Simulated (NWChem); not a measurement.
# hydrogen peroxide (H2O2); SMILES OO

Results from NWChem. The geometry was optimised at PBE0/def2-SVP. Ions are spin-unrestricted doublets at the neutral geometry; other ion states weren't tried.

For level CAM-B3LYP/def2-SVP:

```yaml
vertical ionisation energy, ΔSCF (eV): 11.29
"−ε(HOMO) (eV)": 9.14
```

Problem. How do the values read with level PBE/def2-SVP instead?

Solution. 
- vertical ionisation energy, ΔSCF (eV): 10.79
- −ε(HOMO) (eV): 5.53
